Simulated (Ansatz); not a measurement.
# The cluster S₃−: geometry, orbitals and charge

Aim: characterise the cluster S₃− as a doublet: its structure, frontier levels and distribution of charge and spin.

Method: UKS PBE0-D4/def2-TZVPD; program: Ansatz 0.2.0, Gaussian basis.

Plan: relaxation at r2SCAN-D4/def2-TZVPD; a search for the lowest solution at PBE0-D4/def2-SVP; a single point at PBE0-D4/def2-TZVPD.

1 further run of the same task is left out (set aside as unsound or not needed). Runs told in other sessions of the task aren't counted.

### Step 1. Starting geometry

3 atoms, charge -1, spin multiplicity 2.

Atoms are counted from 1 here; the program's logs count them from 0.

Bond lengths: S1–S3 2.011 Å, S2–S3 2.012 Å. Angles: S1–S3–S2 115.2°.

The ion is computed in the gas phase, without counter-ions or solvent.

The start is a GFN1-xTB geometry.

### Step 2. Optimising with r2SCAN-D4/def2-TZVPD

in.yaml

```yaml
crystal:
  periodic: [false, false, false]
  atoms:
    - {symbol: S, position_ang: [1.703130, 0.337210, 0.016150]}
    - {symbol: S, position_ang: [-1.421460, -0.997300, 0.009130]}
    - {symbol: S, position_ang: [-0.281670, 0.660080, -0.025290]}
basis:
  gaussian: {orbitals: def2-TZVPD}
total_charge: -1
magnetization: {spin_polarized: true, initial_magnetization: 1}
hamiltonian: {xc: r2scan, dispersion: d4}
scf: {lower_state_search: "off"}
output: {orbitals: {seedname: orbitals}}
relax: {f_tol: 0.02, max_steps: 100}
```

Command:

```sh
> ansatz run in.yaml --threads 4 --pin off --events-out ev --progress --plain --max-ram 3916MiB
```

The runs that follow: Searching for the lowest solution, PBE0-D4/def2-SVP; Single point, PBE0-D4/def2-TZVPD.

Before running them: what should the planned runs give, taken together? Wanted: point group; commonest bond; HOMO, LUMO at PBE0-D4/def2-TZVPD; ⟨S²⟩.

The runs gave:

| quantity | value |
| --- | --- |
| point group | C2v |
| commonest bond | S–S, 2 of mean length 1.996 Å |
| HOMO, LUMO at PBE0-D4/def2-TZVPD (over both spins) | -0.80, 1.72 eV |
| ⟨S²⟩ | 0.756 |

**Reading.** The molecule keeps its bonding pattern by the stored test; the atoms moved 0.01 Å (rms). No usable vibrations, so a minimum isn't proven. Whether this spin is the lowest isn't tested here.

The anion's highest level is positive in at least one run, so there the basis alone may hold the extra electron.
